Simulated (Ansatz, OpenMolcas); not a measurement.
**CH2BN (SMILES BC#N): the vertical ionisation energy, rung by rung**

CH2BN: 5 atoms, total charge 0, spin state singlet. As SMILES, `BC#N`. Geometry: relaxed at PBE0-D4/def2-TZVP.

| atom | x (Å) | y (Å) | z (Å) |
| --- | --- | --- | --- |
| B | -0.2192 | 0.4413 | -0.3419 |
| C | 0.3527 | -0.6967 | 0.4907 |
| N | 0.7865 | -1.5596 | 1.1222 |
| H | -0.7443 | 0.1874 | -1.3776 |
| H | -0.1259 | 1.5540 | 0.0653 |

Each level gives the vertical ionisation energy (to the doublet cation) (eV). The values are calculated.

```
           level                kind     program  value (eV)  CPU time (all runs)
    HF/def2-TZVP        Hartree–Fock  OpenMolcas       11.26                 38 s
 SVWN5/def2-TZVP                 LDA  OpenMolcas       12.25                 71 s
  BLYP/def2-TZVP                 GGA  OpenMolcas       11.97              1.8 min
 M06-L/def2-TZVP            meta-GGA  OpenMolcas       12.10                2 min
r2SCAN/def2-TZVP            meta-GGA  OpenMolcas       12.15                2 min
M06-2X/def2-TZVP     hybrid meta-GGA  OpenMolcas       12.59              2.1 min
      FCI/STO-3G  exact in the basis      Ansatz       10.76              4.6 min
```

The values span 10.76 to 12.59 eV. High-level rows in very small sets aren't better than simpler rows in larger ones. Times are those of the runs behind each value, whatever else they computed, on shared processors of several kinds: orders of magnitude only.
